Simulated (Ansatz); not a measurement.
The cluster P4⁻. Charge -1, multiplicity 2. Geometry B3LYP-D4/def2-TZVPD, basis def2-TZVPD, Ansatz.

```tsv
atom	x (Å)	y (Å)	z (Å)
P1	-1.582	-0.153	1.942
P2	0.201	-0.511	1.214
P3	0.012	-0.315	-1.295
P4	1.369	0.979	-1.862
```

| run | HOMO (eV) | LUMO (eV) |
| --- | --- | --- |
| A | 0.31 | 0.87 |
| B | -0.56 | 1.52 |
| C | 0.25 | 0.63 |
| D | -1.28 | 2.29 |
| E | 0.11 | 0.90 |

Another isomer (doublet) lies 1.38 eV lower at PBE0-D4/def2-TZVPD; other spin states weren't run for this one.

HOMO and LUMO are taken over both spins.

The runs used BHLYP, LDA (SPW92), PBE, PBE0, r2SCAN. Estimate which is which.

A PBE (0 % exact exchange); B PBE0 (25 % exact exchange); C LDA (SPW92) (0 % exact exchange); D BHLYP (50 % exact exchange); E r2SCAN (0 % exact exchange). Exact exchange lowers occupied and raises empty levels; among semilocal functionals meta-GGAs tend to open the gap a little, and such runs are hard to tell apart. The gap grows from 0.39 eV (LDA (SPW92)) to 3.57 eV (BHLYP). At PBE-D4/def2-TZVPD, LDA (SPW92)/def2-TZVPD, r2SCAN-D4/def2-TZVPD the highest occupied level of the charge -1 doublet lies above zero (up to 0.31 eV). The electron is either unbound and held by the finite basis, or the level is raised by self-interaction error.
